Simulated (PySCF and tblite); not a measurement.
Results of a calculation; reference values are marked as such.
System: C₅H₈, numbered as in [CH2:1]=[CH:2][C:3](=[CH2:4])[CH3:5].

Motion: rotation about the C2–C3 bond (torsion C1–C2–C3–C4 from -180° to -33°, rising). GFN2-xTB gives an electronic barrier of 4.1 kcal/mol and a reaction energy of 1.3 kcal/mol.

**Question.** What does B3LYP/pcSseg-1 + D3(BJ), IEF-PCM chloroform give on B3LYP-D3(BJ)/def2-SVP geometries?

**Answer.** A barrier of 6.5 kcal/mol, 2.5 above the tight-binding barrier (from unrounded values), a reaction energy of 3.2 kcal/mol and, with GFN2-xTB thermal terms, ΔG‡(298 K) = 6.2 kcal/mol and k = 3.4×10⁸ s⁻¹ (2 equivalent paths).

**Question.** And the level of the geometries itself, B3LYP-D3(BJ)/def2-SVP?

**Answer.** 6.9 kcal/mol.

Programs: tblite and PySCF.
